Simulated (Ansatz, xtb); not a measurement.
# Ranking isomers of BH2N2

5 gas-phase structures of BH2N2, found in a search over its isomers (lower ones may exist). Each was relaxed with GFN2-xTB:

A. a doublet given by its coordinates
B. `B1[N]N1`, a doublet
C. `[N]=BN`, a doublet
D. `BN=[N]`, a doublet
E. a doublet given by its coordinates

E (Å):

```xyz
5

B    -2.0726   -0.0200    1.6958
N    -1.7375   -0.6260    0.6001
N    -2.6776    0.4899    2.7258
H    -1.0491   -0.8785   -0.0667
H    -2.5982    1.0033    3.5714
```

Close contacts (Å): B1–N2 1.30, B1–N3 1.30, N2–H4 0.99, N3–H5 0.99.

A (Å):

```xyz
5

B    -1.7167   -2.3783    1.4599
N    -1.2082   -1.2326    1.3209
N    -0.6164   -0.1209    1.3083
H    -2.1756   -3.4144    1.5655
H    -0.9185    0.4713    0.5278
```

Close contacts (Å): B1–N2 1.26, N2–N3 1.26, B1–H4 1.14, N3–H5 1.03.

Q: Estimate their order in r2SCAN-D4/def2-SVP energy at these geometries, lowest first.

A: Calculated order at r2SCAN-D4/def2-SVP: E (0.0), D (3.6), C (10.7), A (27.7), B (32.6) kcal/mol.

Energies above the lowest of each column, in kcal/mol; the last columns are at PBE0-D4/def2-TZVP geometries and were run for some of them only (a dash: not run or not comparable):

```csv
structure,GFN2-xTB,HF/STO-3G,r2SCAN-D4/def2-SVP,PBE0-D4/def2-TZVP,CCSD(T)/def2-TZVP
E,3.4,8.4,0.0,0.0,0.0
D,0.0,0.0,3.6,3.8,1.6
C,19.9,5.7,10.7,9.3,7.4
A,9.1,27.6,27.7,–,–
B,23.0,20.1,32.6,–,–
```

CCSD(T)/def2-TZVP puts E lowest of those it was run on; GFN2-xTB picks D, HF/STO-3G picks D. Some further structures that were screened fall inside this span and aren't listed. Flexible structures stand in one conformer each, not always the lowest. Frequencies (PBE0-D4/def2-TZVP) were run for C, D, E alone. Open shells are spin-unrestricted, some with notable spin contamination.

Over these structures GFN2-xTB departs from r2SCAN-D4/def2-SVP by 8.2 kcal/mol on average once a common shift is removed. A GFN2-xTB relaxation took about 0.047 s and the r2SCAN-D4/def2-SVP energy about 1.1 s on a shared host (Ansatz 0.2.0, xtb 6.7.1).
